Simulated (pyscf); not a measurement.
`[NH2][AlH2]` → `[AlH]` [singlet] + `[NH3]` (1,1-elimination; singlet surface; Al–N, Al–H broken, H–N formed). Optimised with ωB97X-D3(BJ)/def2-SVP in PySCF. Correlated levels are frozen-core, on RHF or UHF. ΔMP2 is the change of the MP2 total energy from the triple- to the quadruple-zeta basis. Energies in kJ/mol from the reactant's lowest minimum found.

```csv
level,barrier,reaction energy
ωB97X-D3(BJ)/def2-TZVP,323.9,+229.3
PBE/def2-TZVP,___,+205.1
B3LYP-D3(BJ)/def2-TZVP,297.1,+210.7
M06-2X/def2-TZVP,307.3,+212.3
ωB97M-D3(BJ)/def2-TZVP,309.9,+207.3
CCSD(T)/def2-TZVPP,302.7,+204.7
CCSD(T)/def2-TZVPP + ΔMP2(QZVPP),___,___
```

### Question
Some entries are withheld; supply them.

### Answer

- PBE/def2-TZVP, barrier: 261.9
- CCSD(T)/def2-TZVPP + ΔMP2(QZVPP), barrier: 303.7
- CCSD(T)/def2-TZVPP + ΔMP2(QZVPP), reaction energy: +209.1

Of the functionals in the table, M06-2X is closest to CCSD(T)/def2-TZVPP + ΔMP2(QZVPP) in the barrier (3.7 kJ/mol apart) and PBE least close (41.7 kJ/mol); that level has limits of its own. On the product side the descent ends in an adduct with a Al–N contact, 72.0 kJ/mol under the separated species and 166.6 kJ/mol under the saddle at ωB97X-D3(BJ)/def2-TZVP. What is counted as broken (Al–N) persists as a longer contact in the product adduct; parting that adduct is a step of its own. This is the saddle that the search found; another between the same sides may lie lower. The CCSD(T) − MP2 part came from Ansatz, without density fitting, on the same reference.
